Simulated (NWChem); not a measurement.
Molecule: hydrogen cyanide (CHN); SMILES C#N

```xyz
3

C      0.0000     0.0000    -0.4925
N      0.0000     0.0000     0.6532
H      0.0000     0.0000    -1.5611
```
Atoms are numbered in this order, from 1.

Program: NWChem. Structure relaxed at the PBE0-D3(BJ)/def2-TZVP level. Hartree-Fock couplings suffer from near triplet instabilities. B3LYP is NWChem's, with the RPA form of VWN correlation. Isotropic indirect couplings, all four terms, static geometry, non-relativistic.

For level B3LYP/pcJ-1:

```yaml
J(13C atom 1, 14N atom 2) (Hz): 15.2
J(13C atom 1, 1H atom 3) (Hz): 281.6
J(14N atom 2, 1H atom 3) (Hz): 5.4
```

Task: How do the values read with level Hartree-Fock/pcJ-1 instead?

Result: J(13C atom 1, 14N atom 2) (Hz): 68.9
J(13C atom 1, 1H atom 3) (Hz): 403.4
J(14N atom 2, 1H atom 3) (Hz): -13.3
